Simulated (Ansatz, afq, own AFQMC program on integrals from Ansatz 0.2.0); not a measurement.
## AFQMC, coupled cluster and functionals along a coordinate of BH3 + SiH₃, doublet

```xyz
8

B    -2.1227    0.0000    0.0000
H    -2.7195    1.0336    0.0000
H    -2.7195   -1.0336    0.0000
H    -0.9293    0.0000    0.0000
Si    0.9003    0.0000    0.0000
H     1.3502   -1.4163    0.0000
H     1.3502    0.7081   -1.2265
H     1.3502    0.7081    1.2265
```

A hydrogen atom is moved from one rigid fragment to the other; the B1–H4 distance tells how far. The two fragments are held close together, so this isn't a minimum-energy path and the start is a compressed complex. Energies in eV count from this geometry (1.194 Å) at the same level; the start stands on UHF, each point on the determinant named.

Basis cc-pVDZ. Only valence electrons are correlated. Integrals, coupled cluster, full CI and functionals: Ansatz 0.2.0; the random walks run on the same integrals in our own AFQMC program. ph-AFQMC/CISD is guided by a CISD state made of CCSD amplitudes; releasing the constraint for a short imaginary time cuts its bias at the price of noise, slowly where states lie close. Uncertainties: one standard error, sampling alone.

Cautions, each for one point or more: the search met a lower determinant of the same kind, perhaps of another symmetry.

| r(B1–H4) / Å | det. | T1 | weight | ⟨S²⟩ | MP2 | B3LYP | CCSD(T) |
| --- | --- | --- | --- | --- | --- | --- | --- |
| 1.305 | UHF | 0.012 | 0.87 | 0.77 | 0.110 | 0.069 | 0.096 |
| 1.360 | UHF | 0.012 | 0.87 | 0.77 | 0.203 | 0.130 | 0.182 |
| 1.416 | UHF† | 0.013 | 0.87 | 0.77 | 0.264 | 0.195 | 0.253 |
| 1.472 | UHF† | 0.013 | 0.87 | 0.77 | 0.268 | 0.270 | 0.257 |
| 1.583 | UHF† | 0.013 | 0.87 | 0.77 | 0.438 | 0.495 | 0.424 |

Task: Estimate the curve of CCSDT(Q), counted from the same start.

Result: 
| r(B1–H4) / Å | det. | T1 | weight | ⟨S²⟩ | CCSDT(Q) | ph-AFQMC/CISD | released AFQMC |
| --- | --- | --- | --- | --- | --- | --- | --- |
| 1.305 | UHF | 0.012 | 0.87 | 0.77 | 0.094 | 0.093 ± 0.003 | 0.095 ± 0.004 |
| 1.360 | UHF | 0.012 | 0.87 | 0.77 | 0.179 | 0.180 ± 0.004 | 0.180 ± 0.005 |
| 1.416 | UHF† | 0.013 | 0.87 | 0.77 | 0.250 | 0.252 ± 0.004 | 0.255 ± 0.004 |
| 1.472 | UHF† | 0.013 | 0.87 | 0.77 | 0.253 | 0.256 ± 0.004 | – |
| 1.583 | UHF† | 0.013 | 0.87 | 0.77 | 0.422 | 0.421 ± 0.003 | 0.427 ± 0.004 |

Weight is that of the determinant in the CISD state; at the start T1 is 0.011 and the weight 0.88, and ⟨S²⟩ is 0.76. A dagger marks points whose determinant fills other symmetries than the start's, so the wave-function levels may follow another state there, or a degenerate partner. A dash marks a missing value, a released energy that hasn't settled or a functional that sits on another state. Largest departures from CCSDT(Q), at the points where its series has closed: CCSD(T) 0.004 eV at 1.416 (on UHF), ph-AFQMC/CISD 0.002 eV at 1.472 (on UHF) (within the noise), released AFQMC 0.005 eV at 1.583 (on UHF) (within the noise), MP2 0.024 eV at 1.360 (on UHF), B3LYP -0.049 eV at 1.360. Functionals count only at points shown to share the start's state and spin. In this small basis the wave-function levels are far from their limit, so their gap to the functionals isn't the functionals' error.

CCSDT and higher add their correlation energy to the determinant of the CCSD(T) run, since their own runs factorise the integrals more tightly (a shift of under 2 meV). A walk keeps the symmetry of its determinant, which the program's search chose and which needn't be the lowest solution, so a lower state of the same spin and another symmetry isn't excluded. Released energies are given only where the last usable release times agree within the noise; a slower fall can still hide under it.
